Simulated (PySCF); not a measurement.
ozone (O₃), SMILES O=[O+][O-]. Atoms are numbered in the order given.

```xyz
3

O      0.0000     1.0634     0.2113
O      0.0000     0.0000    -0.4227
O      0.0000    -1.0634     0.2113
```
Charge 0, spin multiplicity 1.

Coordinates come from a PBE0-D3(BJ)/def2-TZVP optimisation. The molecule may have multireference character, which single-reference levels describe poorly.

Vertical ionisation energy (IE) and electron affinity (EA) in eV. Rows of orbital energies are one-electron estimates. Where ΔSCF, EOM or ADC give a negative EA the extra electron is unbound and the value depends on the basis.

| level | IE | EA |
|---|---|---|
| −ε(HOMO), −ε(LUMO), CAM-B3LYP/def2-TZVPD (PySCF) | 11.37 | 3.76 |
| −ε(HOMO), −ε(LUMO), r2SCAN/def2-TZVPD (PySCF) | 8.17 | 5.88 |
| EOM-CCSD/aug-cc-pVDZ (PySCF) | 12.57 | 1.27 |
